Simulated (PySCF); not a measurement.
SiH2MeF, CH₅FSi.
Structure used (PBE0-D3(BJ)/def2-SVP), in Å, numbered top down from 1:
```xyz
8
CH5FSi angstrom
Si     0.4311   -0.6904    0.3182
H      0.4227   -0.7210    1.8091
H      1.8353   -0.7585   -0.1793
C     -0.4502    0.8120   -0.3361
H      0.0209    1.7299    0.0501
H     -1.5061    0.8129   -0.0248
H     -0.4150    0.8447   -1.4357
F     -0.3387   -2.0297   -0.2015
```

Method: TDDFT wB97X-D/def2-SVPD, vertical, gas phase, core orbitals frozen in the response in PySCF 2.14.0, density-fitted response routines.

Q: List the vertical singlet excitations with oscillator strengths and describe the spectrum.

A: 

| state | E (eV) | E (kJ/mol) | λ (nm) | f | \|μ\| (D) | main configurations (H = HOMO, L = LUMO) |
| --- | --- | --- | --- | --- | --- | --- |
| S1 | 8.35 | 806 | 148.4 | 0.0082 | 0.51 | H-1→L (49%), H-1→L+1 (46%) |
| S2 | 8.38 | 808 | 148.0 | 0.011 | 0.59 | H→L (54%), H→L+1 (40%) |
| S3 | 9.02 | 871 | 137.4 | 0.096 | 1.67 | H→L+1 (58%), H→L (38%) |
| S4 | 9.08 | 877 | 136.5 | 0.056 | 1.27 | H-1→L+1 (44%), H-1→L (41%), H-1→L+3 (9%) |
| S5 | 9.61 | 928 | 129.0 | 0.070 | 1.39 | H-1→L+2 (82%) |
| S6 | 9.91 | 957 | 125.0 | 0.252 | 2.59 | H→L+2 (88%) |
| S7 | 10.31 | 995 | 120.2 | 0.041 | 1.02 | H→L+3 (87%) |
| S8 | 10.41 | 1004 | 119.1 | 0.0047 | 0.35 | H→L+4 (61%), H-1→L+3 (11%), H-1→L+2 (9%) |
| S9 | 10.74 | 1036 | 115.4 | 0.113 | 1.67 | H-1→L+4 (68%), H-2→L+1 (16%) |
| S10 | 10.88 | 1050 | 113.9 | 0.311 | 2.75 | H-1→L+3 (54%), H-3→L (14%), H→L+4 (14%) |

Triplets (Tamm–Dancoff): T1 7.90 eV, H-1→L (49%), H-1→L+1 (43%); T2 8.02 eV, H→L (48%), H→L+1 (44%); T3 8.61 eV, H→L+1 (48%), H→L (38%); T4 8.71 eV, H-1→L+1 (36%), H-1→L (29%), H-1→L+3 (27%).

The lowest singlet comes at 148 nm (806 kJ/mol) in the vacuum ultraviolet; it is weak; its leading configuration is HOMO-1→LUMO (49%). The strongest level in the table is S10 at 10.88 eV (114 nm, f = 0.311). It is the last of those listed, so stronger ones may follow. Löwdin shares by element: HOMO carbon 37%, silicon 26%, fluorine 11%, hydrogen 8% or more (atoms not listed hold the other 19%); LUMO silicon 51%, carbon 12%, fluorine 10%, hydrogen 8% or more (atoms not listed hold the other 19%). Weighted by f, the mean energy of these states is 10.15 eV. Of the 10 states listed, 8 reach f = 0.01 and none stays under 0.0005. The listed states span 2.53 eV, and the widest gap between neighbours is 0.65 eV (S2 to S3). The vertical ionisation energy (ΔSCF) is 11.75 eV, 0.87 eV above S10. The window holds the lowest 10 singlets.
